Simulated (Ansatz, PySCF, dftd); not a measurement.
System: CH2Cl2, charge 0, singlet. CH2Cl2 (SMILES ClCCl).
B3LYP-D3(BJ)/def2-TZVP minimum from Ansatz (a quantum-chemistry and plane-wave program):
```xyz
5

C      0.0039     0.0052     0.7673
Cl    -0.0175     1.4825    -0.2263
Cl     0.0153    -1.4855    -0.2061
H     -0.8904    -0.0005     1.3784
H      0.9045     0.0193     1.3690
```
Charge 0, spin multiplicity 1.

Wanted: enthalpy of formation at 298 K (by atomisation, with ideal-gas terms from PySCF's Hessian at B3LYP-D3(BJ)/def2-TZVP and the atoms' measured values of the G2/97 table; no spin-orbit terms), in kcal/mol. Radicals and triplets start from unrestricted determinants; spin-orbit coupling is neglected. Correlated methods leave the cores frozen. Rows without X2C or -DK are non-relativistic. CBS(X,Y): correlation extrapolated as X^-3, Hartree-Fock from the larger set (Q,5: extrapolated as (X+1)exp(-9√X)). A bracket is a step between two methods taken in the basis named. Functionals run without relativity, which enters their misses. Double hybrids freeze cores in their MP2 part. '+ core + X2C': CCSD(T) terms for core correlation (cc-pwCVTZ, 1s frozen past Ne) and scalar relativity (cc-pVTZ-DK). For partners of very few electrons the exact lower level stands in for a higher one.

Measured: -22.6 kcal/mol, -94.7 kJ/mol (Active Thermochemical Tables 1.112 (ions: stationary electron), as tabulated in the package chemicals); atomic spin-orbit terms, which the calculations lack, would raise the computed values.

```json
[
 {"level": "r2SCAN-D3(BJ)/def2-TZVPD", "program": "Ansatz + dftd3", "enthalpy of formation at 298 K (kcal/mol)": "-25.7", "error against that value": "-3.1"},
 {"level": "B2PLYP-D3(BJ)/def2-TZVPD", "program": "Ansatz + dftd3", "enthalpy of formation at 298 K (kcal/mol)": "-18.4", "error against that value": "4.2"},
 {"level": "MP2/CBS(cc-pV(T+d)Z,cc-pV(Q+d)Z)", "program": "Ansatz", "enthalpy of formation at 298 K (kcal/mol)": "-33.5", "error against that value": "-10.9"},
 {"level": "CCSD(T)/CBS(cc-pV(T+d)Z,cc-pV(Q+d)Z)", "program": "Ansatz", "enthalpy of formation at 298 K (kcal/mol)": "-23.6", "error against that value": "-1.0"},
 {"level": "CCSDT(Q)/cc-pV(D+d)Z", "program": "Ansatz", "enthalpy of formation at 298 K (kcal/mol)": "8.7", "error against that value": "31.3"},
 {"level": "CCSD(T)/CBS(cc-pV(Q+d)Z,cc-pV(5+d)Z) + [CCSDT(Q) - CCSD(T)]/cc-pV(D+d)Z + core + X2C", "program": "Ansatz", "enthalpy of formation at 298 K (kcal/mol)": "-25.0", "error against that value": "-2.4"}
]
```
